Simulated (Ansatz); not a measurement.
Wurtzite AlN, relaxed in Ansatz (plane waves) with several semilocal functionals. Each gives its own volume and its own elastic constant C11:

```csv
level,V0 (Å³/atom),elastic constant C11 (GPa),ln V0,ln C11
LDA,10.211,396.7,2.3235,5.9832
PBEsol,10.462,378.6,2.3477,5.9365
PBE,10.645,372.6,2.3651,5.9205
```

Question: Fit a straight line to ln C11 against ln V0. What does it predict for r²SCAN, whose volume is 10.403 Å³/atom?

Answer: With x = ln V0 and y = ln C11: means 2.34543 and 5.94673; Σ(Δx Δy) = -0.001339, Σ(Δx²) = 0.0008730, so the slope is -1.53. At x = 2.3421 the line gives y = 5.94673 + (-1.53) × (2.3421 − 2.34543) = 5.9518, or 384.4 GPa. The run with r²SCAN gives 408.5 GPa, +6.3 % from the line. The rows used scatter about it by up to 0.7 %, while the largest value lies 6 % above the smallest.

Measured: 410 GPa (measured, temperature not stated, no zero-point or thermal correction; as tabulated in Oses et al. (2018), arXiv:1811.08464).

Ansatz's density-functional and Hartree–Fock values are scalar-relativistic unless marked +SOC, with PAW data made under PBE.

Ansatz is a first-principles code.
